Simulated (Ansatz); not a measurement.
# PH4+ (singlet): wave-function methods side by side at distance P1–H3 = 1.264 Å, 6-31G

The task here is to estimate one member of a computed series from the others.

Method: 6-31G, core rule «outside noble gas», up to 5 orbitals frozen; program: Ansatz 0.2.0, Gaussian basis.

The runs, in order: UHF; CCSD(T) on RHF; BCCD(T) on RHF; CISD; CCSDT(Q) on RHF; CISDTQ; CCSDTQ on RHF; CASSCF and MRCISD+Q, 2 electrons in 2 orbitals; CASSCF and NEVPT2, 2 electrons in 2 orbitals; CASSCF and MRCISD+Q, 8 electrons in 8 orbitals; CASSCF and MRCISD+Q(relaxed), 8 electrons in 8 orbitals; CASSCF and NEVPT2, 8 electrons in 8 orbitals; Full CI.

12 further runs of the same task are left out: 10 that didn't finish, 2 set aside as unsound or not needed.

### The geometry

The geometry derives from a PBE0/def2-TZVP stationary point (not a proven minimum). One bond is set to the value named and the two fragments are kept rigid.

5 atoms, charge 1, spin multiplicity 1.

Atoms are counted from 1 here; the program's logs count them from 0.

Bond lengths: P1–H2 1.401 Å, P1–H3 1.264 Å, P1–H4 1.401 Å, P1–H5 1.401 Å. Angles: H2–P1–H3 109.5°, H2–P1–H4 109.5°, H2–P1–H5 109.5°, H3–P1–H4 109.5°, H3–P1–H5 109.5°, H4–P1–H5 109.5°.

Set-up of the first run:

in.yaml

```yaml
crystal:
  periodic: [false, false, false]
  atoms:
    - {symbol: P, position_ang: [-0.002278, -0.002264, 0.002272]}
    - {symbol: H, position_ang: [0.804895, 0.808019, 0.810773]}
    - {symbol: H, position_ang: [-0.734147, -0.729802, 0.732171]}
    - {symbol: H, position_ang: [-0.808602, 0.804754, -0.810332]}
    - {symbol: H, position_ang: [0.807852, -0.813387, -0.802422]}
basis:
  gaussian: {orbitals: 6-31G}
total_charge: 1
magnetization: {spin_polarized: true, initial_magnetization: 0}
hamiltonian: {xc: hf}
output: {orbitals: {seedname: orbitals}}
```

Run with:

```sh
$ ansatz run in.yaml --threads 1 --pin off --events-out ev --progress --plain --max-ram 2393MiB
```

Steps of the session up to this table: UHF; CCSD(T) on RHF; BCCD(T) on RHF; CISD; CCSDT(Q) on RHF; CISDTQ; CCSDTQ on RHF; CASSCF and MRCISD+Q, 2 electrons in 2 orbitals; CASSCF and NEVPT2, 2 electrons in 2 orbitals; CASSCF and MRCISD+Q, 8 electrons in 8 orbitals; CASSCF and MRCISD+Q(relaxed), 8 electrons in 8 orbitals; CASSCF and NEVPT2, 8 electrons in 8 orbitals; Full CI.

One table of the session follows, with a row left open; its other results are not shown here.

```
                   method  from FCI (meV)
                      RHF         +2437.8
                     RMP2          +654.1
                     CISD          +109.8
                    RCCSD           +26.0
                 RCCSD(T)            +6.3
                  BCCD(T)            +6.2
                   RCCSDT            +0.7
                   CISDTQ            +2.1
                RCCSDT(Q)            +0.1
                  RCCSDTQ             0.0
              CASSCF pair               ?
              NEVPT2 pair          +544.5
           CASSCF valence          +534.8
           NEVPT2 valence          +130.0
           MRCISD valence           +12.7
         MRCISD+Q valence            +7.1
MRCISD+Q(relaxed) valence            +1.7
                      FCI               0
```

Estimate the missing values for CASSCF pair.

The run gave: from FCI (meV): +1994.1. In the column «from FCI (meV)» it lies between RMP2 (+654.1) and RHF (+2437.8).

Not comparable, so not listed: CASSCF and MRCISD+Q, 2 electrons in 2 orbitals (they don't share determinant, frozen orbitals or solution with the rows shown, or repeat one).

To keep in mind: Warnings in the runs' records: passed over end.
